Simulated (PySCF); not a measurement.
How good is the calculation?

Atom-mapped SMILES (the numbers label the heavy atoms): `[NH2:1][c:2]1[cH:3][cH:4][s:5][cH:6]1` (H(Xn): hydrogen on atom n).

Published estimates (parent shift plus substituent increments) and measurements: δ ¹H H(C4) 6.95; H(C3) 6.43; H(C6) 5.95 ppm (estimated from measurements, as parent shift plus tabulated substituent increment; solution, not stated per compound (mostly CDCl3 or CCl4); Pretsch, Buehlmann, Badertscher, Structure Determination of Organic Compounds, 4th ed. (2009)).

[PySCF: geometry: GFN2-xTB; NMR shieldings at PBE0/pcSseg-1/GIAO; isolated molecule; equivalent nuclei averaged; one computed conformer; non-relativistic]

**Question.** How close does the calculation come?

**Answer.** 
Reference values: estimated from measurements, as parent shift plus tabulated substituent increment (solution, not stated per compound (mostly CDCl3 or CCl4); Pretsch, Buehlmann, Badertscher, Structure Determination of Organic Compounds, 4th ed. (2009)).
```json
{"atoms": "H(C4)", "quantity": "δ ¹H", "reference": "6.95", "computed": "7.00", "computed, scaled": "6.69"}
{"atoms": "H(C3)", "quantity": "δ ¹H", "reference": "6.43", "computed": "6.59", "computed, scaled": "6.31"}
{"atoms": "H(C6)", "quantity": "δ ¹H", "reference": "5.95", "computed": "5.82", "computed, scaled": "5.58"}
```

Computed shifts are σ(ref) − σ with the named reference compound (TMS for H and C) calculated as an isolated molecule at the same level. The measured values may be among those fitted. Expected solution values come from regression of measured δ (H and C: mostly CDCl3, vs TMS) on computed σ: ¹H (scatter 0.17 ppm rms, 0.18 ppm with the 4 outliers that the fit left out). A few per cent of atoms miss by over 2 rms, more outside the fitted compound classes. Hydrogens on heteroatoms aren't scaled, only referred to computed TMS.

**Question.** How far are the unscaled ¹H shifts from the references?

**Answer.** Mean signed difference +0.03 ppm, mean absolute 0.11 ppm over 3 comparisons; the largest is +0.16 ppm at H(C3) (hydrogen on an aromatic CH).
